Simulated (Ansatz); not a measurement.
Molecule: N$_{2}$O, charge 0, multiplicity 1. SMILES: N#[N+][O-]
Geometry: optimised at B3LYP-D3(BJ)/def2-TZVP (Ansatz, a program for electronic structure).

Atomisation energy built up term by term with Ansatz (kcal/mol; UHF references for open shells; valence terms freeze the core; atomic spin-orbit terms are left out). Basis-set limits of correlation are two-point, X^-3; Hartree-Fock from the larger set.

```json
[
 {"term": "Hartree-Fock", "basis": "aug-cc-pVQZ", "kcal/mol": "87.77"},
 {"term": "CCSD correlation", "basis": "CBS(aug-cc-pVTZ,aug-cc-pVQZ)", "kcal/mol": "162.58"},
 {"term": "(T)", "basis": "CBS(aug-cc-pVTZ,aug-cc-pVQZ)", "kcal/mol": "18.55"},
 {"term": "CCSDT - CCSD(T)", "basis": "cc-pVDZ", "kcal/mol": "-0.46"},
 {"term": "core correlation", "basis": "cc-pwCVTZ", "kcal/mol": "1.44"},
 {"term": "scalar relativity (X2C)", "basis": "cc-pVTZ-DK against cc-pVTZ", "kcal/mol": "-0.45"},
 {"term": "sum: De", "basis": "", "kcal/mol": "269.4"}
]
```

(T) makes 6.9 % of the CCSD(T) atomisation energy.
